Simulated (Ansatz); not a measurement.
# C2H3N3: vertical ionisation energy

An exercise on one series of results from a longer session: the logs are not shown, and one member is left open.

Computed with Ansatz 0.2.0, Gaussian basis. Level: unrestricted cation, the program's frozen cores in correlated methods.

The runs, in order: UKS PBE-D4/def2-TZVPP; UKS r2SCAN-D4/def2-TZVPP; UKS PBE0-D4/def2-TZVPP; UKS B3LYP-D4/def2-TZVPP; UKS wB97X-V/def2-TZVPP; UKS wB97M-V/def2-TZVPP; UKS B2PLYP/def2-TZVPP; UHF-CCSD(T)/def2-TZVPP; UHF-MP2/def2-QZVPP; extrapolation to the limit; then −ε(HOMO) from the neutral's earlier runs with LDA (SPW92), PBE-D4, revPBE-D4, BLYP-D4, r2SCAN-D4, B97M-V, PBE0-D4, B3LYP-D4, r2SCANh-D4, r2SCAN0-D4, HSE06-D4, BHLYP-D4, CAM-B3LYP-D4, LC-ωPBE, ωB97X-V, ωB97M-V.

## Structure used throughout

The geometry comes from an earlier relaxation with PBE0-D4 in a triple-zeta def2 set; it is a stationary point, not always the lowest conformer.

SMILES `c1nc[nH]n1`, 8 atoms, charge 0, spin multiplicity 1.

Atoms are counted from 1 here; the program's logs count them from 0.

Bond lengths: C1–N2 1.355 Å, C1–N5 1.316 Å, C1–H6 1.079 Å, N2–C3 1.313 Å, C3–N4 1.340 Å, C3–H7 1.080 Å, N4–N5 1.340 Å, N4–H8 1.005 Å. Angles: N2–C1–N5 115.0°, N2–C1–H6 123.3°, N5–C1–H6 121.6°, C1–N2–C3 102.7°, N2–C3–N4 109.8°, N2–C3–H7 126.7°, N4–C3–H7 123.5°, C3–N4–N5 110.5°, C3–N4–H8 129.4°, N5–N4–H8 120.1°, C1–N5–N4 102.0°.

The first run:

in.yaml reads:

```yaml
crystal:
  periodic: [false, false, false]
  atoms:
    - {symbol: C, position_ang: [-0.519380, 1.095951, -0.171611]}
    - {symbol: N, position_ang: [0.777508, 0.948371, 0.192102]}
    - {symbol: C, position_ang: [0.913910, -0.355966, 0.249802]}
    - {symbol: N, position_ang: [-0.246954, -0.947542, -0.064806]}
    - {symbol: N, position_ang: [-1.182280, -0.028464, -0.339426]}
    - {symbol: H, position_ang: [-0.988796, 2.056853, -0.316963]}
    - {symbol: H, position_ang: [1.810025, -0.900055, 0.507794]}
    - {symbol: H, position_ang: [-0.471832, -1.926347, -0.112692]}
basis:
  gaussian: {orbitals: def2-TZVPP}
total_charge: 1
magnetization: {spin_polarized: true, initial_magnetization: 1}
hamiltonian: {xc: pbe, dispersion: d4}
```

On the command line:

```bash
$ ansatz run in.yaml --threads 4 --pin off --events-out ev --progress --plain --max-ram 10444MiB
```

Steps of the session up to this table: Cation, UKS PBE-D4/def2-TZVPP; Cation, UKS r2SCAN-D4/def2-TZVPP; Cation, UKS PBE0-D4/def2-TZVPP; Cation, UKS B3LYP-D4/def2-TZVPP; Cation, UKS wB97X-V/def2-TZVPP; Cation, UKS wB97M-V/def2-TZVPP; Cation, UKS B2PLYP (frozen core)/def2-TZVPP; Cation, UHF-CCSD(T)/def2-TZVPP; Cation, UHF-MP2/def2-QZVPP.

One of the session's tables, all rows but one given; the rest of the session is left out.

It belongs to the step «Ionisation energies side by side». For comparison, −ε(HOMO) of the neutral from earlier runs:

```
  functional  −ε(HOMO) (eV)
 LDA (SPW92)           6.69
      PBE-D4           6.53
   revPBE-D4           6.47
     BLYP-D4              ?
   r2SCAN-D4           6.90
      B97M-V           6.92
     PBE0-D4           7.92
    B3LYP-D4           7.70
  r2SCANh-D4           7.40
  r2SCAN0-D4           8.05
    HSE06-D4           7.51
    BHLYP-D4           8.89
CAM-B3LYP-D4           9.27
     LC-ωPBE          10.66
     ωB97X-V          10.24
     ωB97M-V          10.15
```

Estimate the missing values for BLYP-D4.

Worked estimate for «−ε(HOMO) (eV)». Against the share of exact exchange, B3LYP-D4 (0.2, 7.70), BHLYP-D4 (0.5, 8.89) give a slope of 3.97 per unit share; at 0 the line stands at 6.91.

**Answer.** −ε(HOMO) (eV): 6.44. In «−ε(HOMO) (eV)» the line misses by +0.47.
